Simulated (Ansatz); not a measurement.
**Basis-set limit of Re, sextet**

A free Re atom.

Ansatz 0.2.0, UHF determinant, valence electrons correlated, core potentials past Kr. Energies in eV.

```json
{"set": "def2-TZVPP", "X": "3", "functions": "56", "Hartree–Fock": "-2109.8224", "MP2 correlation": "-3.3207", "CCSD(T) correlation": "-3.7343", "time": "13 s on 1 × NVIDIA H100 80GB HBM3 with 1 thread of AMD EPYC 7R13 Processor (Zen 3), on a shared host"}
{"set": "def2-QZVPP", "X": "4", "functions": "88", "Hartree–Fock": "-2109.8433", "MP2 correlation": "-3.5266", "CCSD(T) correlation": "-3.9515", "time": "9.5 s on 1 × NVIDIA H100 80GB HBM3 with 1 thread of AMD EPYC 7R13 Processor (Zen 3), with other jobs on the host"}
```

Hartree–Fock is taken to follow E(X) = E∞ + A·exp(−7.88·√X), correlation E(X) = E∞ + B·X^−2.97.

Cautions: no spin-orbit coupling; outer-core shells of the metal frozen.

Problem. Work out the CCSD(T) energy at the limit, and how far the shortcut misses it that extrapolates MP2 and adds CCSD(T) minus MP2 from the smaller set.

Solution. Hartree–Fock: E∞ = E4 + 0.1377·(E4 − E3) = -2109.8461. Correlation: E∞ = E4 + 0.7407·(E4 − E3) = -4.1125 for CCSD(T) and -3.6791 for MP2. The limit is -2113.9586 eV, 0.164 eV below def2-QZVPP. The shortcut gives a correlation energy of -3.6791 + (-0.4136) = -4.0927, 20 meV higher than the direct value.
